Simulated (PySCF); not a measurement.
CH6NSi (doublet state).
Cartesian coordinates in Å at the GFN2-xTB level; atoms count from 1:
```
atom  x, y, z in Å
C1    -1.0783   -0.3406   -0.0835
N2    -0.0905    0.7132   -0.1669
Si3    1.5941    0.4152   -0.0122
H4    -0.6727   -1.2401   -0.5422
H5    -1.9817   -0.0522   -0.6249
H6    -1.3563   -0.5801    0.9501
H7    -0.4608    1.5916    0.1619
H8     1.9630   -0.5647   -1.0244
H9     2.0967    0.0635    1.3169
```

The hyperfine couplings belong to this conformer and change with its torsions.

The species is `CN[SiH2]` [radical].

Method used: PySCF, UKS B3LYP, pcH-1 on C H N Si, non-relativistic, mean-field spin-orbit, GIAO. Isolated species at its GFN2-xTB geometry (one conformer only). Couplings are sensitive to structure, and on GFN2-xTB geometries they can be far from those on DFT ones, by a factor of two or more for some ions and for spin on atoms past the first row. No stability test was run, so a lower SCF solution isn't excluded.

Computed for the main isotopes (class means, splittings of 0.05 mT or more): g = 2.0029; H8/H9 1H +51.5 MHz (1.84 mT); N2 14N +19.4 MHz (0.69 mT); H7 1H +4.0 MHz (0.14 mT); H4/H5/H6 1H +2.6 MHz (0.09 mT); 72 first-order lines, 5.48 mT wide.

(1) What changes when 1H at H4/H5/H6 is replaced by 2H at all these sites?

(2) What changes when 14N at N2 is replaced by 15N?

(3) Where do the 29Si satellites of Si3 appear, and how strong are they?

(4) Give position and intensity of the satellites from 13C at C1.

Answers

(1) The spin density stays the same (vibrational effects aside), so a scales with the nuclear g factor: 0.85744/5.58569 = 0.1535, so a goes from +2.6 to +0.4 MHz (0.014 mT). The spin goes from 1/2 to 1, so the 1:3:3:1 quartet becomes a 1:3:6:7:6:3:1 septet. The spectrum then has 126 first-order lines over 5.29 mT, counting the new splitting although it is under 0.05 mT.

(2) At a fixed geometry a is proportional to g_N: -0.56638/0.40376 = -1.4028, so a goes from +19.4 to -27.2 MHz (0.972 mT). The spin goes from 1 to 1/2, so the 1:1:1 triplet becomes a 1:1 doublet. The spectrum then has 48 first-order lines over 5.07 mT.

(3) a = -497.3 MHz, or 17.74 mT in magnitude, and I = 1/2, so to first order each main line has two satellites, at ±8.87 mT. The isotope's abundance is about 4.7 %, shared among 2 lines, so each has 2.5 % of the main line's intensity. At 340 mT second-order shifts move them to lower field by up to 0.23 mT.

(4) a = +42.2 MHz, or 1.50 mT in magnitude, and I = 1/2, so to first order each main line has two satellites, at ±0.75 mT. The isotope's abundance is about 1.07 %, shared among 2 lines, so each has 0.54 % of the main line's intensity.

Nuclei that the bonding pattern makes equivalent are averaged, as if the motion that swaps them (rotation, inversion, ring flip) were fast. The 1H value of +51.5 MHz is a mean of couplings from 14.9 to 88.0 MHz in this one geometry, not an average over conformers.
